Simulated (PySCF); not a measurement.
Exact simulation of a proton spin system

Molecule: `c1cc[nH]c1`, C$_{4}$H$_{5}$N.

Bonds (- single, = double, # triple, : aromatic): C1:C2 1.422 Å, C2:C3 1.379 Å, C3:N4 1.366 Å, N4:C5 1.366 Å, C5:C1 1.379 Å. C1 carries H6; C2 carries H7; C3 carries H8; N4 carries H9; C5 carries H10.

Level of theory: B3LYP/pcJ-1 coupling constants (spin–dipole term only in couplings to heteroatoms), shielding tensors at PBE0/pcSseg-1 (GIAO), coordinates at the PBE0-D3(BJ)/def2-SVP level, in PySCF (rapidly exchanging positions averaged, relativity neglected, in vacuum, single conformer).

Shifts are taken against calculated references (same method and geometry level): 1H against TMS.

The 4-spin Hamiltonian (Zeeman plus full scalar coupling among like nuclei) was diagonalised exactly; lines are Lorentzian, 0.5 Hz wide, and the maxima above 3 % are listed with the tallest set to 100.

Peak list at 500 MHz for the spins H6/H7/H8/H10:
δ in ppm (height): 6.665 (94), 6.660 (85), 6.660 (82), 6.655 (100), 6.385 (100), 6.380 (82), 6.380 (85), 6.375 (94)

Problem. Extract the chemical shifts and coupling constants behind this pattern (give the signs of the calculation).

Solution. 
Shifts (ppm): H6/H7 6.38, H8/H10 6.66.
Couplings (Hz): H6–H7: 4.0; H6–H8, H7–H10: 1.2; H6–H10, H7–H8: 3.3; H8–H10: 2.0.
These are the parameters used. A line list fixes at most the relative signs, and those only where coupling is strong; other parameter sets or atom labellings may fit too, and couplings well below the line width leave little trace. Those between chemically equivalent but magnetically inequivalent protons (AA′, BB′) do shape the pattern.

OH/NH shifts are gas-phase values; hydrogen bonding in solution moves them, usually downfield. Unscaled 3J(H,H) at this level run about 10 % above measured values.
